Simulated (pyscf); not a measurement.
A first-order saddle from PySCF, ωB97X-D3(BJ)/def2-SVP:

```
O
H 1 1.4105
C 2 1.2905 1 141.35
H 3 1.0944 2 108.41 1 119.88
H 3 1.0946 4 117.35 2 -121.71
C 3 1.4014 4 119.28 5 -155.01
H 6 1.0936 3 120.68 4 -9.94
H 6 1.0981 7 116.83 3 -174.22
Ti 1 1.7326 2 132.18 3 88.28
O 9 1.8041 1 112.11 2 -178.39
H 10 0.9613 9 128.67 1 0.88
O 9 1.8054 1 111.50 2 58.85
H 12 0.9615 9 127.97 1 124.68
O 9 1.8410 1 102.23 2 -59.08
H 14 0.9622 9 124.45 1 172.34
```

Surface: singlet, charge 0. Lowest wavenumbers (cm⁻¹): 1649i, 47, 72, 141, 153.

Q: What reaction is this the transition state of?

A: `[CH3][CH2][O][Ti]([OH])([OH])[OH]` <-> `[OH][Ti]([OH])([OH])[OH]` + `[CH2]=[CH2]`, an elimination read from left to right: C–O, C–H broken and H–O formed. At ωB97M-D3(BJ)/def2-TZVP it lies +65.7 kcal/mol from the left side and +47.1 kcal/mol from the right (each side as separated species at their lowest minima found). On the product side the descent ends in a complex (not fully relaxed), 4.7 kcal/mol under the separated species and 51.0 kcal/mol under the saddle at ωB97X-D3(BJ)/def2-TZVP. At ωB97X-D3(BJ) the barrier from the zero used here is 68.6 kcal/mol. One saddle was located; it need not be the lowest between these sides.
